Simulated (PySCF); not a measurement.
Structure with atom numbers: `[CH3:1][CH2:2][CH2:3][CH2:4][CH:5]=[O:6]`. Hydrogens are named by the atom that carries them.

GIAO shifts from PySCF 2.14.0 with density-fitted response routines on PBE0-D3(BJ)/def2-TZVP geometries (one conformer, non-relativistic, equivalent nuclei averaged), against TMS at the same level and in the same medium; PCM means IEF-PCM chloroform.

Measured (solution, not stated per compound (mostly CDCl3 or CCl4); Pretsch, Buehlmann, Badertscher, Structure Determination of Organic Compounds, 4th ed. (2009)): H(C4) 2.42, H(C3) 1.59, H(C2) 1.35, H(C1) 0.93 ppm.

Q: Which unscaled values do B97-2/pcSseg-2, gas; WP04/pcSseg-2, PCM; wB97X-D/pcSseg-2, PCM give, and how close are they?

A: 
| atoms | measured | B97-2/pcSseg-2, gas | WP04/pcSseg-2, PCM | wB97X-D/pcSseg-2, PCM |
| --- | --- | --- | --- | --- |
| H(C4) | 2.42 | 2.48 | 2.63 | 2.67 |
| H(C3) | 1.59 | 1.53 | 1.46 | 1.42 |
| H(C2) | 1.35 | 1.22 | 1.22 | 1.22 |
| H(C1) | 0.93 | 1.02 | 0.97 | 0.99 |

Mean absolute error for ¹H: B97-2/pcSseg-2, gas 0.09, WP04/pcSseg-2, PCM 0.13, wB97X-D/pcSseg-2, PCM 0.15 ppm.
